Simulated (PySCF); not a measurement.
Field gradients at the hydrogen positions

Compound: [BMeH3]-, CH6B (charge -1).
Cartesian coordinates in Å at the PBE0-D3(BJ)/def2-SVP level; atoms count from 1:
```
atom  x, y, z in Å
B1    -0.003    0.003   -0.817
C2     0.003   -0.003    0.829
H3    -1.018    0.041    1.263
H4     0.554    0.858    1.261
H5     0.475   -0.912    1.255
H6     1.171   -0.039   -1.267
H7    -0.554    1.043   -1.258
H8    -0.628   -0.991   -1.265
```

Level: PBE0/pcSseg-1 (PySCF, non-relativistic); Q(2H) = 0.00286 b; rigid geometry, the same for H and D, with no vibrational averaging.

Problem. Give the electric field gradient Vzz (the principal value of largest size), its asymmetry and the 2H coupling at each hydrogen.

Solution. 
| atom | bonded to | bond length (Å) | Vzz (au) | η | χzz (kHz) |
| --- | --- | --- | --- | --- | --- |
| H3 | C2 | 1.110 | 0.2961 | 0.05 | 199 |
| H4 | C2 | 1.110 | 0.2962 | 0.05 | 199 |
| H5 | C2 | 1.110 | 0.2962 | 0.05 | 199 |
| H6 | B1 | 1.257 | 0.1822 | 0.03 | 122 |
| H7 | B1 | 1.257 | 0.1822 | 0.03 | 122 |
| H8 | B1 | 1.257 | 0.1822 | 0.03 | 122 |

Problem. Average by the element that carries the hydrogen.

Solution. on C: 199 kHz over 3 positions, mean bond length 1.110 Å; on B: 122 kHz over 3 positions, mean bond length 1.257 Å.

Problem. Give the 2H NMR doublet splittings at H7 for a magnetic field along the z, y and x axes of the gradient: 3χ/2, 3χ(1 + η)/4, 3χ(1 − η)/4.

Solution. With |χ| = 122.5 kHz and η = 0.028: 184, 94 and 89 kHz, to first order and without motion.

Isolated species at its PBE0-D3(BJ)/def2-SVP geometry, gas phase. The pcSseg-1 basis has no diffuse functions, a weakness for an anion. These gradients aren't converged with respect to the basis.

These values come from a run that also computed NMR shieldings. The run took 2.5 s on one thread of an Arm Neoverse V1, no GPU, on a shared host.
